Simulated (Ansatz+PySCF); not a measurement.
## doublet C₂H₄F: levels of theory in one basis

```
atom    x (Å)    y (Å)    z (Å)
   C   0.1115   0.5172  -0.1035
   C  -1.1933  -0.1711   0.0097
   H   0.2968   1.5284   0.2430
   H  -1.3595  -0.5948   1.0348
   H  -2.0063   0.5276  -0.2003
   H  -1.2584  -1.0034  -0.6983
   F   1.2029  -0.2794   0.0152
```

Basis set: cc-pVTZ (spherical functions). Left uncorrelated: 3 orbitals. Correlation on ROHF uses semicanonical orbitals with singles. Charge 0, multiplicity 2.

Computed with Ansatz (development build ahead of 0.2.0); each method stands on the lowest determinant of its kind that the runs found.

```
  method  E − E(ROHF) (eV)  <S²> of the determinant
    ROHF              0.00                     0.75
     UHF             -0.12                     0.76
ROHF-MP2            -15.65                        –
 UHF-MP2            -15.64                     0.76
```
